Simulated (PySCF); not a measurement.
Gas-phase reaction: SiH2(NH2)2 ⇌ 2 NH3 + Si

Computed with PySCF and rigid-rotor harmonic-oscillator thermochemistry at 1 bar. † marks an energy on the PBE0/def2-TZVP geometry and frequencies; other levels use their own. 6-31G* has spherical d functions here. Open shells (unrestricted): Si (multiplicity 3, electronic degeneracy 9); the rest are closed-shell singlets. Spin-orbit splitting is ignored; it lowers the true energy and changes the entropy of Si. B3LYP is the form with VWN-RPA correlation. No R ln 2 is added for the mirror-image form of SiH2(NH2)2. SiH2(NH2)2: computed as isolated molecules; such fragments, hydroxides, amides, oligomers or adducts are transient or little studied in the gas. The harmonic model lacks anharmonicity and excited electronic states, which grow with temperature; levels with a mode under 35 cm⁻¹ are left out. Internal rotation in SiH2(NH2)2 is treated as a harmonic vibration of one conformer, which makes the entropy rough.

```json
[
 {"level": "B3LYP/6-31G*", "ΔE electronic, kJ": "477", "ΔH°(298 K), kJ": "485", "ΔS°(298 K), J/K": "266", "ΔG°(1600 K), kJ": "84"},
 {"level": "BLYP/def2-TZVP†", "ΔE electronic, kJ": "469", "ΔH°(298 K), kJ": "477", "ΔS°(298 K), J/K": "264", "ΔG°(1600 K), kJ": "78"},
 {"level": "HF/def2-TZVP†", "ΔE electronic, kJ": "417", "ΔH°(298 K), kJ": "426", "ΔS°(298 K), J/K": "264", "ΔG°(1600 K), kJ": "26"},
 {"level": "PBE/def2-SVP", "ΔE electronic, kJ": "495", "ΔH°(298 K), kJ": "503", "ΔS°(298 K), J/K": "265", "ΔG°(1600 K), kJ": "104"},
 {"level": "PBE0/def2-SVP†", "ΔE electronic, kJ": "497", "ΔH°(298 K), kJ": "505", "ΔS°(298 K), J/K": "264", "ΔG°(1600 K), kJ": "106"},
 {"level": "r2SCAN/def2-TZVP†", "ΔE electronic, kJ": "519", "ΔH°(298 K), kJ": "527", "ΔS°(298 K), J/K": "264", "ΔG°(1600 K), kJ": "128"}
]
```
ΔH° is lowest at HF/def2-TZVP† and highest at r2SCAN/def2-TZVP†. No reference value is set beside these.
